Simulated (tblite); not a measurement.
Compound: C₃H₅Cl₂ (doublet state).
Cartesian coordinates in Å at the GFN2-xTB level; atoms count from 1:
```xyz
10
C3H5Cl2 angstrom
C      1.373    0.263   -0.057
C     -0.011    0.508    0.180
Cl    -0.587    1.779   -1.156
C     -0.945   -0.663   -0.019
Cl    -0.658   -1.852    1.282
H      1.680   -0.508   -0.740
H      2.117    0.940    0.316
H     -0.217    1.061    1.095
H     -0.754   -1.164   -0.967
H     -1.989   -0.360    0.044
```

Computed values, GFN2-xTB/tblite, gas phase, harmonic and unscaled. Errors from tens to a few hundred cm⁻¹ against measured bands are possible. One conformer, not necessarily the lowest. Open shells enter through the occupations alone, without spin polarisation, and single modes of such species can be off by tens of per cent.

Harmonic wavenumbers (cm⁻¹): 80.8, 166.6, 220.3, 261.3, 313.8, 413.6, 462.3, 688.6, 727.4, 875.5, 917.5, 1039.3, 1088.0, 1158.5, 1197.3, 1225.8, 1322.2, 1404.0, 1431.4, 2974.2, 2992.3, 2998.3, 3129.1, 3175.9.

A = 7413, B = 1439, C = 1259 MHz; mass 110.977 u (most abundant isotopes); point group C1, symmetry number 1; spin multiplicity 2.

Problem. What is the zero-point energy?

Solution. Half the sum of the wavenumbers: 15132 cm⁻¹ = 181.02 kJ/mol.

Problem. Give the ideal-gas entropy at 400 K and 1 bar in the rigid-rotor, harmonic-oscillator model (classical rotation).

Solution. Translation 173.70, rotation 119.03, vibration 81.89, spin (R ln 2) 5.76: S = 380.4 J/(mol K).

Problem. And Cp and H(400 K) − H(0)?

Solution. Cp = 120.08 J/(mol K), of which vibrations give 86.83 (their classical limit is 24 R = 199.5); H(400 K) − H(0) = 31.16 kJ/mol without the zero-point energy, 17.85 from vibrations.

Problem. Blend soft modes into free rotors: weight 1/[1 + (100 cm⁻¹/ν̃)⁴] for the oscillator and the rest for a rotor with moment μB/(μ + B), μ = h/(8π²ν), B = 10⁻⁴⁴ kg m². What vibrational entropy results?

Solution. 78.50 J/(mol K) in place of 81.89, which changes −T·S at 400 K by +1.36 kJ/mol.

Problem. Which modes carry the vibrational entropy at 400 K?

Solution. 80.8 cm⁻¹: 18.62; 166.6 cm⁻¹: 12.70; 220.3 cm⁻¹: 10.46; 261.3 cm⁻¹: 9.13; 313.8 cm⁻¹: 7.74; 413.6 cm⁻¹: 5.74 J/(mol K); the other 18 give 17.51 together.

Hindered rotation and anharmonicity are outside this model. Other conformers, if any are populated, would add a mixing term that is left out. The structure is chiral; the term R ln 2 for an equal mix with its mirror image is left out.
